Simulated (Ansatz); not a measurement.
For zinc-blende InSb, PBE in Ansatz (PAW) gives:

| Quantity | Result |
|---|---|
| lattice constant a | 6.635 Å |
| formation enthalpy | -0.126 eV/atom |

What does r²SCAN-D4 in Ansatz (plane waves, PAW) give for the same quantities?


- lattice constant a: 6.532 Å (decreases by 1.6 %)
- formation enthalpy: -0.225 eV/atom (moves by -0.099 eV/atom)

For comparison: lattice constant a 6.468 Å (measured, static lattice: zero-point anharmonic expansion removed; as tabulated in Mejia-Rodriguez and Trickey (2018), arXiv:1807.09216); formation enthalpy -0.16 eV/atom (measured, 298 K, not corrected to a static lattice; as tabulated in Zhang et al. (2018), doi:10.1038/s41524-018-0065-z).

Changes are worked out from the printed values.

Unless a cell is named, each level is at its own relaxed cell (PBE 36.51, r²SCAN-D4 34.83 Å³/atom).

Levels without +SOC leave out spin–orbit coupling, which shifts energies and cells of such heavy elements.

Ansatz's density-functional and Hartree–Fock values are scalar-relativistic unless marked +SOC, with PAW data made under PBE.

Ansatz is an electronic-structure program.
